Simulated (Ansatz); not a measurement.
Process, species as SMILES: [C-]#[S+] (C-S) → CS+ (doublet, bonded as [C-]#[S+]) + e-
B3LYP-D3(BJ)/def2-TZVP geometries, fixed; electronic energies without zero-point terms.

The adiabatic ionisation energy at MP2 with Ansatz (a program for electronic structure), in eV, split into its Hartree-Fock and correlation parts. Cores are frozen. The T1 diagnostic of CCSD is high for at least one species. An unrestricted Hartree-Fock determinant is markedly spin-contaminated. Open shells are unrestricted. No added dispersion term, no relativity. Functions are those of the species that has most.

| basis | X | functions | Hartree-Fock | MP2 |
|---|---|---|---|---|
| cc-pV(D+d)Z | 2 | 37 | 9.959 | 11.766 |
| cc-pV(T+d)Z | 3 | 69 | 9.865 | 12.069 |
| cc-pV(Q+d)Z | 4 | 119 | 9.853 | 12.196 |
| cc-pV(5+d)Z | 5 | 191 | 9.851 | 12.254 |

Worked estimate of the basis-set limit from each neighbouring pair, with Hartree-Fock from the larger set and the correlation part extrapolated as X^-3.
Correlation parts: X = 2: 1.807, X = 3: 2.204, X = 4: 2.343, X = 5: 2.403.
- (2,3): (27·(2.204) - 8·(1.807))/19 = 2.371; with Hartree-Fock 9.865 the estimate is 12.236 eV.
- (3,4): (64·(2.343) - 27·(2.204))/37 = 2.444; with Hartree-Fock 9.853 the estimate is 12.297 eV.
- (4,5): (125·(2.403) - 64·(2.343))/61 = 2.466; with Hartree-Fock 9.851 the estimate is 12.317 eV.
The last two estimates differ by 0.020 eV; the largest set lies 0.063 from the last. Over the last step Hartree-Fock moves by -0.002 and the correlation part by 0.060.
